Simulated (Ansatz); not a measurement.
Two shapes of doublet CH₅P(+).

Shape 1:

```xyz
7

C    -1.2412    0.0000   -0.0042
P     0.5240    0.0000   -0.0011
H    -1.7798   -0.9396    0.0221
H    -1.7798    0.9396    0.0221
H     1.0340    1.1356   -0.6477
H     1.0792   -0.0007    1.2945
H     1.0340   -1.1349   -0.6489
```

Shape 2:

```xyz
7

C     0.0044    0.0000   -1.0770
P    -0.0011    0.0000    0.6882
H    -0.0212   -0.9396   -1.6157
H    -0.0212    0.9396   -1.6157
H     0.6453    1.1352    1.1991
H    -1.2515    0.0000    1.2220
H     0.6453   -1.1352    1.1991
```

Basis set: cc-pVTZ on H, C; cc-pV(T+d)Z on P (spherical functions). Correlated methods keep 6 orbitals frozen. Correlation on ROHF uses semicanonical orbitals with singles. Charge 1, multiplicity 2.

Computed with Ansatz (development build ahead of 0.2.0); each method stands on the lowest determinant of its kind that the runs found.

Task: Which shape is lower in energy, and by how much in each method?

Result:

```json
{"method": "ROHF", "E(2) − E(1) (eV)": "0.005"}
{"method": "UHF", "E(2) − E(1) (eV)": "0.005"}
{"method": "ROHF-MP2", "E(2) − E(1) (eV)": "0.013"}
{"method": "UHF-MP2", "E(2) − E(1) (eV)": "0.013"}
```

Shape 1 is lower.
